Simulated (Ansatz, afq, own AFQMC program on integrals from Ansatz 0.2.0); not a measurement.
Integrals from Ansatz 0.2.0, then the random walk in our own AFQMC program (afq).

```yaml
crystal:
  periodic: [false, false, false]
  atoms:
    - {symbol: Zr, position_ang: [0.000000, 0.000000, 0.000000]}
    - {symbol: Cl, position_ang: [0.000000, 0.000000, 2.837000]}
basis:
  gaussian: {orbitals: def2-SVP}
magnetization: {spin_polarized: true, initial_magnetization: 3}
correlation: {method: ccsd_t, electrons: outside_noble_gas, hamiltonian_folder: ham}
```

```sh
$ ansatz run in.yaml --threads 1 --pin off --events-out ev --progress --plain --max-ram 1382MiB
```

Options of the walk:

```
--method phaseless --trial cisd --walkers 60 --populations 1 --least-time 40 --time-step 0.005 --steps-per-block 50 --equilibration-blocks 40 --max-blocks 300 --target-error 0.0004 --factor-cut 1e-05 --start spin_pure --seed 3735 --release-times 0.24,0.6,1.2,2,3,4.2 --release-step 0.04 --release-every 4 --taylor-order 6
```

Times are imaginary, in 1/Eh. The walk had a cap of 2204 s. Core potentials past Kr, no spin–orbit coupling.

```
orbitals 40  electrons 7 4  factors 308 of 488
reference energy -505.87743456 Eh
CCSD correlation -0.17197805 Eh in 29 cycles, weight of the determinant in the CISD state 0.9100
energy of the start -506.049422 Eh
 block  time / (1/Eh)  mean weight  energy / Eh
     1     0.250  0.9990  -506.047794
     2     0.500  1.0006  -506.048865
     3     0.750  1.0010  -506.049506
     4     1.000  0.9986  -506.051749
     5     1.250  1.0010  -506.050933
     7     1.750  1.0007  -506.051840
     9     2.250  0.9998  -506.052679
    17     4.250  1.0000  -506.055520
    33     8.250  0.9997  -506.058644
    49    12.250  1.0006  -506.067654
    65    16.250  1.0004  -506.057423
    81    20.250  0.9989  -506.046924
    97    24.250  1.0010  -506.059271
   113    28.250  1.0004  -506.055668
   129    32.250  0.9967  -506.045295
   145    36.250  0.9982  -506.053299
   161    40.250  1.0006  -506.058825
   177    44.250  1.0009  -506.056584
   193    48.250  1.0040  -506.059098
   209    52.250  1.0034  -506.049878
   225    56.250  1.0019  -506.052632
   241    60.250  1.0029  -506.067050
   257    64.250  0.9976  -506.069896
   273    68.250  0.9982  -506.053020
   289    72.250  0.9992  -506.057511
   305    76.250  1.0015  -506.052984
   321    80.250  0.9997  -506.054928
   337    84.250  1.0014  -506.050987
blocks merged  error / Eh  count
     1  0.000250  300
     2  0.000319  150
     4  0.000387  75
     8  0.000496  37
    16  0.000578  18
    32  0.000525  9
released: time / (1/Eh)  energy / Eh  error  mean overlap
  0.24  -506.055653  0.000507  1.0000
  0.60  -506.055247  0.000651  0.9924
  1.20  -506.054904  0.000740  0.9774
  2.00  -506.054281  0.000928  0.9776
  3.00  -506.055460  0.001132  0.9254
  4.20  -506.057583  0.002292  0.9553
energy -506.054768 +/- 0.000578 Eh
(rows thinned)
```

(1) Estimate how long the walk took on 1 thread of Arm Neoverse V1, on a shared host.

The run passed its tests (sampling time, drift between the halves within three errors, error under three times the target), which doesn't prove that it has relaxed.

Against this walk (error 15.7 meV) on the same determinant: CCSD(T) 37.2 meV higher. The error is statistical and leaves out the bias of the constraint. None of these is a sure reference here. Released to 3.00 1/Eh the energy moves by -19 ± 35 meV (both errors), within twice the noise.

Cautions: constraint bias not in the error; error above the target (15.7 against 10.9 meV); no spin-orbit coupling; outer-core shells of the metal frozen; lower spins were not checked; higher spins were not checked.

Results:

(1) 9.9 min of wall time.
